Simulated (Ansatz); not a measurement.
# B₂PH+ (quartet): the correlation ladder, cc-pVDZ

The task here is to estimate one member of a computed series from the others.

Computed with Ansatz 0.2.0, Gaussian basis. Level: cc-pVDZ, core rule «outside noble gas», up to 7 orbitals frozen.

Plan: UHF; CCSD(T) on ROHF; CCSD(T) on UHF; BCCD(T) on ROHF; CISD as a restricted active space (open shells left free, so some higher excitations enter); CCSDT(Q) on ROHF; CCSDT(Q) on UHF.

19 further runs of the same task are left out: 1 for a known fault of the program, 6 that didn't finish, 12 set aside as unsound or not needed. Runs told in other sessions of the task aren't counted.

### The system

The geometry is a PBE0/def2-TZVP stationary point (not a proven minimum) of the parent state, kept for this charge and spin.

4 atoms, charge 1, spin multiplicity 4.

Atoms are counted from 1 here; the program's logs count them from 0.

Bond lengths: B1–B2 1.551 Å, B1–H4 1.177 Å, B2–P3 1.763 Å. Angles: B2–B1–H4 180.0°, B1–B2–P3 180.0°.

Geometry (Å):

```
B     0.0000    0.0000    0.9222
B     0.0000    0.0000   -0.6292
P     0.0000    0.0000   -2.3921
H     0.0000    0.0000    2.0990
```

The first run:

Input file in.yaml:

```yaml
crystal:
  periodic: [false, false, false]
  atoms:
    - {symbol: B, position_ang: [0.000000, 0.000000, 0.922225]}
    - {symbol: B, position_ang: [0.000000, 0.000000, -0.629175]}
    - {symbol: P, position_ang: [0.000000, 0.000000, -2.392075]}
    - {symbol: H, position_ang: [0.000000, 0.000000, 2.099025]}
basis:
  gaussian: {orbitals: cc-pVDZ}
total_charge: 1
magnetization: {spin_polarized: true, initial_magnetization: 3}
hamiltonian: {xc: hf}
output: {orbitals: {seedname: orbitals}}
```

On the command line:

```bash
ansatz run in.yaml --threads 1 --pin off --events-out ev --progress --plain --max-ram 2393MiB
```

Steps of the session up to this table: UHF; CCSD(T) on ROHF; CCSD(T) on UHF; BCCD(T) on ROHF; CISD as a restricted active space (open shells left free, so some higher excitations enter); CCSDT(Q) on ROHF; CCSDT(Q) on UHF.

One of the session's tables, all rows but one given; the rest of the session is left out.

It belongs to the step «Misses and costs». 

| method | from UCCSDT(Q) (kJ/mol) |
| --- | --- |
| ROHF | +610.2 |
| UHF | +592.6 |
| RMP2 | +133.6 |
| UMP2 | +137.1 |
| CISD | +69.3 |
| RCCSD | +23.6 |
| UCCSD | ? |
| RCCSD(T) | +5.3 |
| UCCSD(T) | +5.3 |
| BCCD(T) | +5.3 |
| RCCSDT | +1.2 |
| UCCSDT | +1.1 |
| RCCSDT(Q) | +0.1 |
| UCCSDT(Q) | 0 |

**Question.** Estimate the row for UCCSD.

**Answer.** from UCCSDT(Q) (kJ/mol): +23.2. In the column «from UCCSDT(Q) (kJ/mol)» it lies between BCCD(T) (+5.3) and RCCSD (+23.6).

Caveats from the session: Restricted and unrestricted rows rest on different reference determinants; a gap between their highest levels can come from leftover correlation error, from unlike frozen cores or from another state.
